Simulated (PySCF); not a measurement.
# Gas-phase thermal properties of BF₃.H₂O

Method: PySCF energies (xtb for GFN2) plus ideal-gas RRHO corrections (1 bar). 6-31G* has spherical d functions here. All species are closed-shell singlets. B3LYP is the form with VWN-RPA correlation. Adducts (BF₃.H₂O) have no counterpoise correction, and HF, PBE, BLYP, B3LYP and PBE0 lack dispersion. BF₃.H₂O: computed as isolated molecules; such fragments, hydroxides, amides, oligomers or adducts are transient or little studied in the gas. The harmonic model lacks anharmonicity and excited electronic states, which grow with temperature; levels with a mode under 35 cm⁻¹ are left out. Internal rotation in BF₃.H₂O is treated as a harmonic vibration of one conformer, which makes the entropy rough.

```json
[
 {"level": "B3LYP/6-31G*", "point group": "Cs", "σ": "1", "ZPE (kJ/mol)": "98.8", "S°298 (J/mol/K)": "318.6", "Cp298 (J/mol/K)": "89.9", "S°1000 (J/mol/K)": "455.1", "H1000 − H298 (kJ/mol)": "82.1"},
 {"level": "GFN2-xTB", "point group": "Cs", "σ": "1", "ZPE (kJ/mol)": "91.4", "S°298 (J/mol/K)": "323.1", "Cp298 (J/mol/K)": "92.1", "S°1000 (J/mol/K)": "462.9", "H1000 − H298 (kJ/mol)": "84.0"},
 {"level": "PBE/def2-SVP", "point group": "Cs", "σ": "1", "ZPE (kJ/mol)": "97.0", "S°298 (J/mol/K)": "315.0", "Cp298 (J/mol/K)": "90.0", "S°1000 (J/mol/K)": "452.3", "H1000 − H298 (kJ/mol)": "82.6"},
 {"level": "PBE0/def2-TZVP", "point group": "Cs", "σ": "1", "ZPE (kJ/mol)": "99.6", "S°298 (J/mol/K)": "320.5", "Cp298 (J/mol/K)": "89.3", "S°1000 (J/mol/K)": "457.0", "H1000 − H298 (kJ/mol)": "82.1"}
]
```
σ: rotational symmetry number. Electronic degeneracy used: 1. Frequencies are unscaled.
